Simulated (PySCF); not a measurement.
# Potential energy of BN along the bond

Set-up: B def2-TZVPPD, N def2-TZVPPD; no relativity (PySCF 2.14). Energies in eV from B + N in their ground configurations at the same level. State: ³Π (triplet), unpaired electrons σ ↑, π ↑.

All columns are PBE0. A positive dipole means B(−)N(+).

| R (Å) | E (eV) | μ (D) | Mulliken charge on B (basis-dependent) | HOMO (eV) | LUMO (eV) | Mayer bond order | ⟨S²⟩ |
| --- | --- | --- | --- | --- | --- | --- | --- |
| 1.133 | -3.390 | -2.02 | -0.16 | -9.26 | -5.86 | 2.38 | 2.00 |
| 1.185 | -4.171 | -2.07 | -0.10 | -9.26 | -5.62 | 2.37 | 2.01 |
| 1.238 | -4.611 | -2.11 | -0.03 | -9.04 | -5.40 | 2.35 | 2.01 |
| 1.278 | -4.770 | -2.15 | 0.01 | -8.86 | -5.25 | 2.33 | 2.01 |
| 1.317 | -4.815 | -2.17 | 0.05 | -8.69 | -5.11 | 2.31 | 2.01 |
| 1.357 | -4.771 | -2.19 | 0.09 | -8.53 | -4.99 | 2.28 | 2.01 |
| 1.409 | -4.607 | -2.20 | 0.13 | -8.33 | -4.83 | 2.25 | 2.01 |
| 1.475 | -4.287 | -2.19 | 0.16 | -8.09 | -4.65 | 2.19 | 2.01 |
| 1.554 | -3.809 | -2.12 | 0.17 | -7.82 | -4.55 | 2.09 | 2.01 |
| 1.659 | -3.128 | -1.98 | 0.16 | -7.47 | -4.62 | 1.90 | 2.03 |

A fit through these points gives, at Re = 1.316 Å, μ = -2.17 D and dμ/dR = -0.564 D/Å; the reduced mass is 6.164 u.

Question: How strong is the fundamental in the double-harmonic approximation, I = 42.26·(dμ/dR)²/μred km/mol?

Answer: I = 42.26·(-0.564)²/6.164 = 2.18 km/mol at PBE0.

The state was picked by a PBE0 search and need not be the measured ground state.
